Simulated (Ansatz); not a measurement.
C$_{2}$H$_{2}$F$_{3}$ (`[CH2]C(F)(F)F`) radical. Total charge 0; spin multiplicity 2.

```tsv
atom	x (Å)	y (Å)	z (Å)
C1	-0.687	0.567	-0.176
C2	0.414	-0.365	0.138
F3	1.398	-0.311	-0.782
F4	-0.008	-1.636	0.176
F5	0.977	-0.086	1.321
H6	-1.480	0.238	-0.829
H7	-0.613	1.592	0.152
```

Q: What are the harmonic wavenumbers in cm⁻¹ at PBE0-D4/def2-TZVP (Ansatz, finite differences of forces, unscaled)? (Best estimate.)

A: Computed: 81, 342, 373, 501, 538, 604, 620, 871, 940, 1133, 1246, 1307, 1448, 3199, 3326.

Q: Is this a minimum?

A: Yes, all 15 modes are real.

Q: Give the ideal-gas thermochemistry at 298.15 K and 1 bar (rigid rotor, harmonic oscillator; point group Cs, symmetry number 1).

A: Zero-point energy 98.9 kJ/mol; H(298) − E = 115.0 kJ/mol; entropy 310.8 J/(mol·K), of which translation 164.0, rotation 104.9, vibration 36.2, electronic 5.8; G(298) − E = 22.3 kJ/mol. Modes under 100 cm⁻¹ are hindered rotations or soft bends, so the harmonic entropy is rough.
